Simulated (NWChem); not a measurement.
System: propyne (C3H4); SMILES C#CC

Results from NWChem. Pople sets run with spherical d functions. Each level has its own optimisation. Computed dipoles belong to the equilibrium geometry; the measured one is vibrationally averaged.

Measured dipole moment: 0.78 D (NIST CCCBDB, as tabulated in the package chemicals).

| level | dipole moment (D) | computed − measured |
|---|---|---|
| Hartree-Fock/STO-3G | 0.50 | -0.28 |
| Hartree-Fock/3-21G | 0.71 | -0.07 |
| Hartree-Fock/6-31G* | 0.64 | -0.14 |
| B3LYP/6-31G* | 0.69 | -0.09 |
| LDA (Slater exchange, VWN5)/def2-SVP | 0.87 | +0.09 |
| PBE/def2-SVP | 0.82 | +0.04 |
| BLYP/def2-SVP | 0.78 | 0.00 |
| PBE0/def2-SVP | 0.79 | +0.01 |
